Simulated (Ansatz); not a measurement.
The input, for Ansatz 0.2.0:

```yaml
crystal:
  periodic: [false, false, false]
  atoms:
    - {symbol: B, position_ang: [0.000000, 0.752557, 1.424497]}
    - {symbol: B, position_ang: [0.000000, -0.752557, 1.424497]}
    - {symbol: Ge, position_ang: [0.000000, 0.000000, -0.424015]}
basis:
  gaussian: {orbitals: cc-pVTZ}
total_charge: 1
magnetization: {spin_polarized: true, initial_magnetization: 1}
hamiltonian: {xc: {name: B2PLYP}}
correlation: {electrons: outside_noble_gas}
```

```sh
$ ansatz run in.yaml --threads 2 --pin off --events-out ev --progress --plain --max-ram 24576MiB --backend cuda --devices 0, --max-vram 18GiB
```

Log:

```
649 factors; integrals over basis functions are off by at most 9.0e-4 eV
mean field evaluation 1: about -57837.1346 eV, gradient 2.8e1 eV
mean field evaluation 2: about -57837.2968 eV, gradient 2.8e1 eV
mean field evaluation 4: about -57842.2654 eV, gradient 6.6e0 eV
mean field evaluation 8: about -57842.6176 eV, gradient 7.5e-1 eV
mean field evaluation 16: about -57842.6526 eV, gradient 4.9e-2 eV
mean field evaluation 32: about -57842.6695 eV, gradient 3.0e-1 eV
mean field evaluation 64: about -57842.6678 eV, gradient 4.0e-1 eV
mean field evaluation 96: about -57842.6810 eV, gradient 2.6e-1 eV
mean field -57842.69101825 eV, -2125.6796877367 hartree, gradient 1.0e-6 eV, S^2 1.034691; 9 other end points of the search recorded, 0 dependent functions left out
16 core orbitals not correlated: weight in the atoms' cores, before any rotation towards them, 0.999 or more for the frozen orbitals, at most 0.001 for the correlated occupied ones
reference -57842.69114173 eV, -2125.6796922744 hartree; 5, 4 occupied and 82, 83 virtual orbitals, 649 factors
second order -8.80204467 eV of doubles, -0.00000000 eV of singles
Total energy: -57845.06769379 eV, -2125.7670289517 hartree
```

Ran on 2 threads of AMD EPYC 7R13 with a shared H100 80 GB, shared host: 9 s wall, 0.77 GiB peak host memory.
